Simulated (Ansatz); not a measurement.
Process, species as SMILES: ClCl (Cl2) → Cl2+ (doublet, bonded as ClCl) + e-
B3LYP-D3(BJ)/def2-TZVP geometries, fixed; electronic energies without zero-point terms.
Largest species:
```xyz
2

Cl     0.0000     0.0000    -1.0068
Cl     0.0000     0.0000     1.0068
```

Basis-set convergence of the adiabatic ionisation energy at PBE with Ansatz (an electronic-structure program). Cartesian d functions, on some or all atoms, in 6-31G**, 6-311G**; all else is spherical. The program fits the integrals of some runs and decomposes those of others, by size. Open shells are unrestricted. No added dispersion term, no relativity. Functions are those of the species that has most. Reference: the value in aug-cc-pV(5+d)Z, 11.116 eV, itself unsure by roughly 0.003 eV (its mean distance from pcseg-4, aug-pcseg-3, aug-cc-pV(Q+d)Z). Deviations are taken from unrounded values.

```tsv
basis	functions	adiabatic ionisation energy (eV)	minus reference (eV)
STO-3G	18	11.199	0.082
3-21G	26	12.047	0.930
6-31G	26	11.892	0.775
6-31G**	38	11.280	0.164
6-311G**	54	11.368	0.252
def2-SVPD	54	11.421	0.305
aug-cc-pV(D+d)Z	64	11.212	0.096
def2-TZVPD	92	11.137	0.021
jun-cc-pV(T+d)Z	96	11.136	0.020
def2-TZVPPD	102	11.137	0.020
aug-cc-pV(T+d)Z	110	11.134	0.018
def2-QZVPPD	158	11.119	0.002
aug-cc-pV(Q+d)Z	178	11.121	0.004
aug-cc-pV(5+d)Z	272	11.116	0.000
```

The smallest set listed that lies within 0.05 eV of the reference with all its larger relatives (same family, alike in diffuse functions; a set with none counts only in the reference's own line) is def2-TZVPD (92 functions, 0.021 eV off).
